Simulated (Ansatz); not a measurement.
`CCO`, charge 0, multiplicity 1.

(1) Give a relaxed structure at PBE0-D4/def2-TZVP (Ansatz 0.2.0). (Best estimate.)

Results:

(1) Ansatz gave: 
```xyz
9

C     0.520    0.394   -0.639
C     0.008   -0.310    0.599
O    -1.369   -0.086    0.827
H     1.596    0.240   -0.756
H     0.328    1.467   -0.579
H     0.032    0.010   -1.540
H     0.516    0.071    1.488
H     0.224   -1.386    0.540
H    -1.855   -0.398    0.060
```
This is one stationary point; other conformers may exist.
